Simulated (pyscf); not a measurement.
This saddle point was located with ωB97X-D3(BJ)/def2-SVP in PySCF.

```xyz
9

C      0.7695     0.6260    -0.8707
Zn    -0.1317     0.1037     0.7733
H      1.6897     1.1979    -0.6734
H      0.1072     1.2466    -1.4964
H      1.0406    -0.2648    -1.4609
H     -0.0881     0.0923     2.5127
S     -2.2672    -1.0196     1.3741
H     -1.0503    -0.4183     2.2999
H     -2.9196     0.1610     1.4013
```
Charge 0, spin multiplicity 1.

Surface: singlet, charge 0. Lowest wavenumbers (cm⁻¹): 1214i, 13, 118, 152, 285.

**Question.** Name the species on either side of this saddle.

**Answer.** `[CH3][ZnH]` + `[SH2]` <-> `[CH3][Zn][SH]` + `[H][H]`, a four-centre exchange read from left to right: H–Zn, H–S broken and S–Zn, H–H formed. At ωB97M-D3(BJ)/def2-TZVP it lies +71.9 kJ/mol from the left side and +148.9 kJ/mol from the right (each side as separated species at their lowest minima found). On the reactant side the descent ends in a complex, 25.2 kJ/mol under the separated species and 85.2 kJ/mol under the saddle at ωB97X-D3(BJ)/def2-TZVP. At ωB97X-D3(BJ) the barrier from the zero used here is 59.9 kJ/mol. One saddle was located; it need not be the lowest between these sides. Elements up to Kr have no core potential and no relativistic terms here.
